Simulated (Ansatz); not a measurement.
**N2H (quartet): from Hartree-Fock to the top rungs, def2-TZVPP**

One table from this session's results is given with a row withheld; the runs are named, their logs left out.

The runs use Ansatz 0.2.0, Gaussian basis; def2-TZVPP, core rule «outside noble gas», up to 2 orbitals frozen.

Plan: UHF; ROHF; CCSD(T) on UHF.

### The geometry

The geometry is a PBE0/def2-TZVP stationary point (not a proven minimum).

3 atoms, charge 0, spin multiplicity 4.

Atoms are counted from 1 here; the program's logs count them from 0.

Bond lengths: N1–N2 1.443 Å, N1–H3 1.031 Å. Angles: N2–N1–H3 107.0°.

The first run:

Input file in.yaml:

```yaml
crystal:
  periodic: [false, false, false]
  atoms:
    - {symbol: N, position_ang: [0.000000, 0.119658, 0.676420]}
    - {symbol: N, position_ang: [0.000000, -0.060594, -0.755487]}
    - {symbol: H, position_ang: [0.000000, -0.820779, 1.098745]}
basis:
  gaussian: {orbitals: def2-TZVPP}
magnetization: {spin_polarized: true, initial_magnetization: 3}
hamiltonian: {xc: hf}
output: {orbitals: {seedname: orbitals}}
```

On the command line:

```sh
> ansatz run in.yaml --threads 1 --pin off --events-out ev --progress --plain --max-ram 4096MiB --backend cpu
```

Among the steps run: UHF; ROHF; CCSD(T) on UHF.

One of the session's tables, all rows but one given; the rest of the session is left out.

```
  method  from UCCSD(T) (kcal/mol)
    ROHF                   +217.94
     UHF                   +209.47
    UMP2                    +26.73
   UCCSD                         ?
UCCSD(T)                         0
```

Estimate the missing values for UCCSD.

The run gave: from UCCSD(T) (kcal/mol): +7.14. In the column «from UCCSD(T) (kcal/mol)» it lies between UCCSD(T) (0) and UMP2 (+26.73).

With the free atoms at the same levels and basis (separate runs), the atomisation energy is 4.837 eV at UCCSD(T), 1.740 eV at ROHF.
